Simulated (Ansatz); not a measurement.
Compare A (`O=C1CCCN1`) with its isomer B (`C#CCNCO`).

Program: Ansatz. Geometries: PBE0-D4/def2-TZVP. ΔE: electronic, gas phase. CBS: MP2 limit from def2 TZ/QZ plus the TZ coupled-cluster correction, frozen cores. Functionals use def2-TZVPP. B3LYP here is the variant with VWN-RPA as its local correlation; programs differ in this. One conformer a species, not always the lowest.

(1) Which isomer does CCSD(T)/CBS put lower? Give the gap. (Best estimate.)

(2) Give E(B) − E(A) in kcal/mol with B3LYP-D4, MP2/def2-TZVPP, PBE0-D4, CCSD/def2-TZVPP, r2SCAN-D4, ωB97M-V, PBE-D4. (Estimate.)

Largest T1 diagnostic: 0.013.

## Answers

(1) Computed: A, by 62.9 kcal/mol.

(2) The calculation gave: B3LYP-D4 65.5, MP2/def2-TZVPP 64.3, PBE0-D4 72.0, CCSD/def2-TZVPP 63.6, r2SCAN-D4 70.4, ωB97M-V 66.6, PBE-D4 70.1. None reverses the order clearly.

The D4 term adds +1.2 kcal/mol with B3LYP and +0.6 kcal/mol with PBE0; it sums over pairs of atoms, weighted by their polarisabilities, and B3LYP, whose exchange is more repulsive, gets the larger term. From PBE to PBE0 (25 % exact exchange), in def2-TZVPP and without D4, E(B) − E(A) moves by +2.1 kcal/mol.
